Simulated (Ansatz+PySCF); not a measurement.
singlet MgCl2: levels of theory in one basis

```xyz
3

Cl    0.0000    0.0000   -2.0175
Mg    0.0000    0.0000    0.0000
Cl    0.0000    0.0000    2.0175
```

Basis set: def2-SVP (spherical functions). Correlated methods keep 11 orbitals frozen. Charge 0, multiplicity 1.

Computed with Ansatz (development build ahead of 0.2.0); each method stands on the lowest determinant of its kind that the runs found.

| method | E − E(RHF) (eV) | <S²> of the determinant |
| --- | --- | --- |
| RHF | 0.00 | 0.00 |
| RHF-CCSD | -8.65 | – |
| RHF-CCSD(T) | -8.80 | – |

Task: What does RHF-MP2 give on the same scale?

Result: -7.98 eV.

Task: Is a single determinant a sound starting point here?

Result: By this sign, yes. Unrestricted orbitals gain 0.00 eV and <S²> is 0.00 against 0.00 for a pure state.
